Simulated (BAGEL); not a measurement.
# doublet C3H2FO: levels of theory compared

Aim: a comparison of 5 runs (UHF/STO-3G, ROHF/6-31G*, UHF/6-31G*, ROHF/cc-pVDZ, UHF/cc-pVDZ) of doublet C3H2FO. 

The results are computed with BAGEL 1.2.2.

1 further run of the same task is left out (set aside as unsound or not needed).

**1. The molecule**

The species is C3H2FO (7 atoms), meant as a doublet with charge 0. SMILES of the parent species: `[O-]C1=C(F)C1`. The coordinates come from a GFN2-xTB relaxation. That shape belongs to the parent species and isn't relaxed for this state.

Bond lengths: O1–C2 1.237 Å, C2–C3 1.325 Å, C3–F4 1.405 Å, C2–C5 1.558 Å, C3–C5 1.488 Å, C5–H6 1.096 Å, C5–H7 1.098 Å. Some angles: O1–C2–C3 155.8°, O1–C2–C5 141.0°, C3–C2–C5 61.5°, C2–C3–F4 143.1°, C2–C3–C5 67.0°, F4–C3–C5 132.6°, C2–C5–C3 51.5°, C2–C5–H6 124.5°, C2–C5–H7 116.6°, C3–C5–H6 118.6°.

**2. A single-point energy at UHF/STO-3G (density fitting with qzvpp-jkfit) (run 1)**

job.json

```json
{ "bagel": [

{
  "title": "molecule",
  "basis": "sto-3g",
  "df_basis": "qzvpp-jkfit",
  "angstrom": "true",
  "geometry": [
    { "atom": "O", "xyz": [      -0.088150,      -1.939680,       0.917820 ] },
    { "atom": "C", "xyz": [      -0.179940,      -0.866720,       0.308840 ] },
    { "atom": "C", "xyz": [      -0.805360,       0.110490,      -0.330910 ] },
    { "atom": "F", "xyz": [      -1.518170,       0.408720,      -1.504210 ] },
    { "atom": "C", "xyz": [       0.544100,       0.504660,       0.155550 ] },
    { "atom": "H", "xyz": [       0.617470,       1.259410,       0.946190 ] },
    { "atom": "H", "xyz": [       1.430040,       0.523130,      -0.493280 ] }
  ]
},

{
  "title": "uhf",
  "nopen": 1
},

{
  "title": "print",
  "file": "orbitals.molden",
  "orbitals": "true"
}

]}
```

Started as:

```
BAGEL_NUM_THREADS=1 BAGEL job.json > job.out
```

The log of the run:

```text
* using 1 threads per process

  ===============================================================
  ===============================================================

  *** Geometry ***

  { "atom" : "O", "xyz" : [     -0.166579,     -3.665464,      1.734428 ] },
  { "atom" : "C", "xyz" : [     -0.340037,     -1.637863,      0.583623 ] },
  { "atom" : "C", "xyz" : [     -1.521910,      0.208796,     -0.625329 ] },
  { "atom" : "F", "xyz" : [     -2.868926,      0.772369,     -2.842545 ] },
  { "atom" : "C", "xyz" : [      1.028200,      0.953669,      0.293947 ] },
  { "atom" : "H", "xyz" : [      1.166849,      2.379940,      1.788040 ] },
  { "atom" : "H", "xyz" : [      2.702384,      0.988572,     -0.932164 ] },

  Number of auxiliary basis functions:      415

  Since a DF basis is specified, we compute 2- and 3-index integrals:
    o Being stored without compression. Storage requirement is 0.002 GB

  Number of basis functions:       27
  Number of electrons      :       37

    * METHOD: MOLECULE                             0.19

  *** Open-shell HF ***

  === Nuclear Repulsion ===
   149.4653144007

      * DIIS with orbital gradients will be used.

  === UHF iteration (sto-3g) ===
      0       -284.84657770          0.05812409           0.03
      1       -284.94451164          0.05170076           0.03
      2       -285.02429228          0.03264211           0.03
      3       -285.08443281          0.00395138           0.03
      4       -285.09624139          0.00271345           0.03
      5       -285.10527608          0.00177254           0.03
      6       -285.10980643          0.00084357           0.03
      7       -285.11063635          0.00040615           0.03
      8       -285.11077315          0.00027503           0.03
      9       -285.11081530          0.00022472           0.03
     10       -285.11084812          0.00019673           0.03
     11       -285.11089725          0.00014238           0.03
     12       -285.11093949          0.00007004           0.03
     13       -285.11095017          0.00003533           0.03
     14       -285.11095431          0.00001581           0.03
     15       -285.11095569          0.00000808           0.03
     16       -285.11095612          0.00000492           0.03
     17       -285.11095627          0.00000331           0.03
     18       -285.11095636          0.00000164           0.03
     19       -285.11095637          0.00000075           0.03
     20       -285.11095638          0.00000043           0.03
     21       -285.11095638          0.00000020           0.03
     22       -285.11095638          0.00000008           0.03
     23       -285.11095638          0.00000004           0.03
     24       -285.11095638          0.00000002           0.03
     25       -285.11095638          0.00000001           0.03
     26       -285.11095638          0.00000001           0.03
    * SCF iteration converged.

    * S^2 (UHF) is 1.0412

    * Permanent dipole moment:
           (   -0.103561,    -0.285127,     0.018845) a.u.

    * METHOD: UHF                                  1.02

    * METHOD: PRINT                                0.00

  ===============================================================
```

It took 1.4 s on 1 thread of Arm Neoverse N1, shared host.

**3. A single-point energy at ROHF/6-31G(d) (density fitting with qzvpp-jkfit, spherical functions) (run 2)**

calc.json

```json
{ "bagel" : [

{
  "title" : "molecule",
  "basis" : "6-31gs.json",
  "df_basis" : "qzvpp-jkfit",
  "angstrom" : true,
  "geometry" : [
    { "atom" : "O", "xyz" : [      -0.088150,      -1.939680,       0.917820 ] },
    { "atom" : "C", "xyz" : [      -0.179940,      -0.866720,       0.308840 ] },
    { "atom" : "C", "xyz" : [      -0.805360,       0.110490,      -0.330910 ] },
    { "atom" : "F", "xyz" : [      -1.518170,       0.408720,      -1.504210 ] },
    { "atom" : "C", "xyz" : [       0.544100,       0.504660,       0.155550 ] },
    { "atom" : "H", "xyz" : [       0.617470,       1.259410,       0.946190 ] },
    { "atom" : "H", "xyz" : [       1.430040,       0.523130,      -0.493280 ] }
  ]
},

{
  "title" : "rohf",
  "nopen" : 1
},

{
  "title" : "print",
  "file" : "orbitals.molden",
  "orbitals" : true
}

]}
```

The basis set 6-31G* is read from a file made from the Basis Set Exchange's data (not shown).

Started as:

```
BAGEL_NUM_THREADS=1 BAGEL calc.json > calc.out
```

The log of the run:

```text
* using 1 threads per process

  ===============================================================
  ===============================================================

  *** Geometry ***

  { "atom" : "O", "xyz" : [     -0.166579,     -3.665464,      1.734428 ] },
  { "atom" : "C", "xyz" : [     -0.340037,     -1.637863,      0.583623 ] },
  { "atom" : "C", "xyz" : [     -1.521910,      0.208796,     -0.625329 ] },
  { "atom" : "F", "xyz" : [     -2.868926,      0.772369,     -2.842545 ] },
  { "atom" : "C", "xyz" : [      1.028200,      0.953669,      0.293947 ] },
  { "atom" : "H", "xyz" : [      1.166849,      2.379940,      1.788040 ] },
  { "atom" : "H", "xyz" : [      2.702384,      0.988572,     -0.932164 ] },

  Number of auxiliary basis functions:      415

  Since a DF basis is specified, we compute 2- and 3-index integrals:
    o Being stored without compression. Storage requirement is 0.018 GB

  Number of basis functions:       74
  Number of electrons      :       37

    * METHOD: MOLECULE                             0.26

  *** Open-shell HF ***

  === Nuclear Repulsion ===
   149.4653144007

      * DIIS with orbital gradients will be used.

  === ROHF iteration (6-31gs.json) ===
      0       -288.60698950          0.04939948           0.11
      1       -288.69093777          0.04685289           0.11
      2       -288.74290366          0.03986535           0.11
      3       -288.88850356          0.00249777           0.11
      4       -288.89052995          0.00145258           0.11
      5       -288.89165231          0.00096076           0.11
      6       -288.89252356          0.00065820           0.11
      7       -288.89317269          0.00043772           0.11
      8       -288.89355528          0.00025357           0.11
      9       -288.89374909          0.00012681           0.11
     10       -288.89384429          0.00005599           0.11
     11       -288.89386366          0.00003101           0.11
     12       -288.89388194          0.00001661           0.11
     13       -288.89387606          0.00000850           0.11
     14       -288.89387680          0.00000460           0.11
     15       -288.89387717          0.00000261           0.11
     16       -288.89387749          0.00000166           0.11
     17       -288.89387777          0.00000121           0.11
     18       -288.89387769          0.00000069           0.11
     19       -288.89387789          0.00000034           0.11
     20       -288.89387793          0.00000016           0.11
     21       -288.89387802          0.00000009           0.11
     22       -288.89387803          0.00000005           0.11
     23       -288.89387805          0.00000002           0.11
     24       -288.89387805          0.00000001           0.11
     25       -288.89387805          0.00000001           0.11
    * SCF iteration converged.

    * S^2 (ROHF) is 0.7500

    * Permanent dipole moment:
           (   -0.384481,    -0.979231,     0.144183) a.u.

    * METHOD: ROHF                                 3.07

    * METHOD: PRINT                                0.02

  ===============================================================
```

Run time: 3.6 s. Hardware: 1 thread of Arm Neoverse N1, shared host.

**4. A single-point energy at UHF/6-31G(d) (density fitting with qzvpp-jkfit, spherical functions) (run 3)**

hf.json

```json
{ "bagel": [

{
  "title": "molecule",
  "basis": "6-31gs.json",
  "df_basis": "qzvpp-jkfit",
  "angstrom": true,
  "geometry": [
    { "atom": "O", "xyz": [   -0.088150,   -1.939680,    0.917820 ] },
    { "atom": "C", "xyz": [   -0.179940,   -0.866720,    0.308840 ] },
    { "atom": "C", "xyz": [   -0.805360,    0.110490,   -0.330910 ] },
    { "atom": "F", "xyz": [   -1.518170,    0.408720,   -1.504210 ] },
    { "atom": "C", "xyz": [    0.544100,    0.504660,    0.155550 ] },
    { "atom": "H", "xyz": [    0.617470,    1.259410,    0.946190 ] },
    { "atom": "H", "xyz": [    1.430040,    0.523130,   -0.493280 ] }
  ]
},
{
  "title": "uhf",
  "nopen": 1
},
{
  "title": "print",
  "file": "orbitals.molden",
  "orbitals": true
}

]}
```

The basis set 6-31G* is read from a file made from the Basis Set Exchange's data (not shown).

Started as:

```
BAGEL_NUM_THREADS=1 BAGEL hf.json > hf.out
```

The log of the run:

```text
* using 1 threads per process

  ===============================================================
  ===============================================================

  *** Geometry ***

  { "atom" : "O", "xyz" : [     -0.166579,     -3.665464,      1.734428 ] },
  { "atom" : "C", "xyz" : [     -0.340037,     -1.637863,      0.583623 ] },
  { "atom" : "C", "xyz" : [     -1.521910,      0.208796,     -0.625329 ] },
  { "atom" : "F", "xyz" : [     -2.868926,      0.772369,     -2.842545 ] },
  { "atom" : "C", "xyz" : [      1.028200,      0.953669,      0.293947 ] },
  { "atom" : "H", "xyz" : [      1.166849,      2.379940,      1.788040 ] },
  { "atom" : "H", "xyz" : [      2.702384,      0.988572,     -0.932164 ] },

  Number of auxiliary basis functions:      415

  Since a DF basis is specified, we compute 2- and 3-index integrals:
    o Being stored without compression. Storage requirement is 0.018 GB

  Number of basis functions:       74
  Number of electrons      :       37

    * METHOD: MOLECULE                             0.26

  *** Open-shell HF ***

  === Nuclear Repulsion ===
   149.4653144007

      * DIIS with orbital gradients will be used.

  === UHF iteration (6-31gs.json) ===
      0       -288.60698950          0.04939948           0.11
      1       -288.70006380          0.04633588           0.11
      2       -288.75951234          0.03875963           0.11
      3       -288.89634545          0.00243716           0.11
      4       -288.90085058          0.00150838           0.11
      5       -288.90294968          0.00109029           0.12
      6       -288.90539924          0.00077472           0.11
      7       -288.90721254          0.00057720           0.11
      8       -288.90844036          0.00040634           0.11
      9       -288.90900390          0.00031333           0.11
     10       -288.90948432          0.00016066           0.11
     11       -288.90952593          0.00009277           0.11
     12       -288.90953718          0.00003302           0.11
     13       -288.90953787          0.00002040           0.11
     14       -288.90953867          0.00001290           0.11
     15       -288.90953893          0.00000971           0.11
     16       -288.90953919          0.00000773           0.11
     17       -288.90953937          0.00000613           0.11
     18       -288.90953950          0.00000469           0.11
     19       -288.90953960          0.00000279           0.11
     20       -288.90953962          0.00000172           0.11
     21       -288.90953964          0.00000108           0.11
     22       -288.90953964          0.00000069           0.11
     23       -288.90953964          0.00000049           0.11
     24       -288.90953964          0.00000037           0.11
     25       -288.90953964          0.00000024           0.11
     26       -288.90953964          0.00000020           0.11
     27       -288.90953964          0.00000017           0.11
     28       -288.90953964          0.00000015           0.11
     29       -288.90953964          0.00000010           0.11
     30       -288.90953964          0.00000007           0.11
     31       -288.90953964          0.00000005           0.11
     32       -288.90953964          0.00000004           0.11
     33       -288.90953964          0.00000003           0.11
     34       -288.90953964          0.00000002           0.11
     35       -288.90953964          0.00000001           0.11
     36       -288.90953964          0.00000001           0.11
     37       -288.90953964          0.00000001           0.11
    * SCF iteration converged.

    * S^2 (UHF) is 0.9393

    * Permanent dipole moment:
           (   -0.391333,    -0.673097,    -0.016722) a.u.

    * METHOD: UHF                                  4.36

    * METHOD: PRINT                                0.02

  ===============================================================
```

Wall time 4.8 s (1 thread of Arm Neoverse N1, shared host).

Run 4 isn't shown in full; the table further down has it.

**5. The energy at UHF/cc-pVDZ (density fitting with qzvpp-jkfit) (run 5)**

input.json

```json
{ "bagel": [

{
  "title": "molecule",
  "basis": "cc-pvdz.json",
  "df_basis": "qzvpp-jkfit",
  "angstrom": true,
  "geometry": [
    { "atom": "O", "xyz": [   -0.088150,   -1.939680,    0.917820 ] },
    { "atom": "C", "xyz": [   -0.179940,   -0.866720,    0.308840 ] },
    { "atom": "C", "xyz": [   -0.805360,    0.110490,   -0.330910 ] },
    { "atom": "F", "xyz": [   -1.518170,    0.408720,   -1.504210 ] },
    { "atom": "C", "xyz": [    0.544100,    0.504660,    0.155550 ] },
    { "atom": "H", "xyz": [    0.617470,    1.259410,    0.946190 ] },
    { "atom": "H", "xyz": [    1.430040,    0.523130,   -0.493280 ] }
  ]
},
{ "title": "uhf", "nopen": 1 },
{ "title": "print", "file": "orbitals.molden", "orbitals": true }

]}
```

The basis set cc-pVDZ is read from a file made from the Basis Set Exchange's data (not shown).

Started as:

```
BAGEL_NUM_THREADS=1 BAGEL input.json > input.out
```

The log of the run:

```text
* using 1 threads per process

  ===============================================================
  ===============================================================

  *** Geometry ***

  { "atom" : "O", "xyz" : [     -0.166579,     -3.665464,      1.734428 ] },
  { "atom" : "C", "xyz" : [     -0.340037,     -1.637863,      0.583623 ] },
  { "atom" : "C", "xyz" : [     -1.521910,      0.208796,     -0.625329 ] },
  { "atom" : "F", "xyz" : [     -2.868926,      0.772369,     -2.842545 ] },
  { "atom" : "C", "xyz" : [      1.028200,      0.953669,      0.293947 ] },
  { "atom" : "H", "xyz" : [      1.166849,      2.379940,      1.788040 ] },
  { "atom" : "H", "xyz" : [      2.702384,      0.988572,     -0.932164 ] },

  Number of auxiliary basis functions:      415

  Since a DF basis is specified, we compute 2- and 3-index integrals:
    o Being stored without compression. Storage requirement is 0.021 GB

  Number of basis functions:       80
  Number of electrons      :       37

    * METHOD: MOLECULE                             0.34

  *** Open-shell HF ***

  === Nuclear Repulsion ===
   149.4653144007

      * DIIS with orbital gradients will be used.

  === UHF iteration (cc-pvdz.json) ===
      0       -288.63961757          0.03567744           0.13
      1       -288.74151272          0.03477562           0.12
      2       -288.79632984          0.02822890           0.13
      3       -288.91879433          0.00226383           0.13
      4       -288.92318183          0.00133709           0.14
      5       -288.92521845          0.00092983           0.14
      6       -288.92755470          0.00069062           0.13
      7       -288.92928700          0.00052877           0.13
      8       -288.93060155          0.00039868           0.13
      9       -288.93123863          0.00027585           0.13
     10       -288.93164770          0.00015828           0.13
     11       -288.93169961          0.00007691           0.13
     12       -288.93170632          0.00002763           0.14
     13       -288.93170691          0.00001703           0.13
     14       -288.93170756          0.00001143           0.13
     15       -288.93170787          0.00000829           0.13
     16       -288.93170808          0.00000655           0.13
     17       -288.93170823          0.00000535           0.15
     18       -288.93170833          0.00000415           0.14
     19       -288.93170842          0.00000249           0.14
     20       -288.93170844          0.00000163           0.14
     21       -288.93170845          0.00000104           0.14
     22       -288.93170846          0.00000067           0.14
     23       -288.93170846          0.00000047           0.14
     24       -288.93170846          0.00000034           0.14
     25       -288.93170846          0.00000023           0.15
     26       -288.93170846          0.00000019           0.16
     27       -288.93170846          0.00000016           0.15
     28       -288.93170846          0.00000013           0.18
     29       -288.93170846          0.00000009           0.13
     30       -288.93170846          0.00000006           0.13
     31       -288.93170846          0.00000004           0.13
     32       -288.93170846          0.00000002           0.14
     33       -288.93170846          0.00000002           0.14
     34       -288.93170846          0.00000001           0.14
     35       -288.93170846          0.00000001           0.15
    * SCF iteration converged.

    * S^2 (UHF) is 0.9386

    * Permanent dipole moment:
           (   -0.411089,    -0.632715,    -0.055804) a.u.

    * METHOD: UHF                                  5.14

    * METHOD: PRINT                                0.03

  ===============================================================
```

It took 5.7 s on 1 thread of Arm Neoverse N1, shared host; peak memory 0.095 GiB.

**6. Overview of the runs**

```tsv
run	level	energy (Eh)	dipole moment (D)	⟨S²⟩	wall time
1	UHF/STO-3G (density fitting with qzvpp-jkfit)	-285.110956	0.77	1.041	1.4 s
2	ROHF/6-31G* (density fitting with qzvpp-jkfit, spherical functions)	-288.893878	2.70	0.750	3.6 s
3	UHF/6-31G* (density fitting with qzvpp-jkfit, spherical functions)	-288.909540	1.98	0.939	4.8 s
4	ROHF/cc-pVDZ (density fitting with qzvpp-jkfit)	-288.915952	2.61	0.750	4.2 s
5	UHF/cc-pVDZ (density fitting with qzvpp-jkfit)	-288.931708	1.92	0.939	5.7 s
```

**7. Outcome**

| quantity | value |
| --- | --- |
| run 5: total energy | -288.93171 Eh |
| run 5: dipole moment | 1.92 D |
| run 5: ⟨S²⟩ | 0.939 |

In words: The dipole moment (its size) runs from 0.77 D (UHF/STO-3G) to 2.70 D (ROHF/6-31G*). The two ends differ in method and basis. In run 1 the basis is minimal, so the values are rough. Spin contamination of the reference: run 1 ⟨S²⟩ = 1.04, run 3 ⟨S²⟩ = 0.94, run 5 ⟨S²⟩ = 0.94. All runs together took 20 s, the longest 5.7 s.
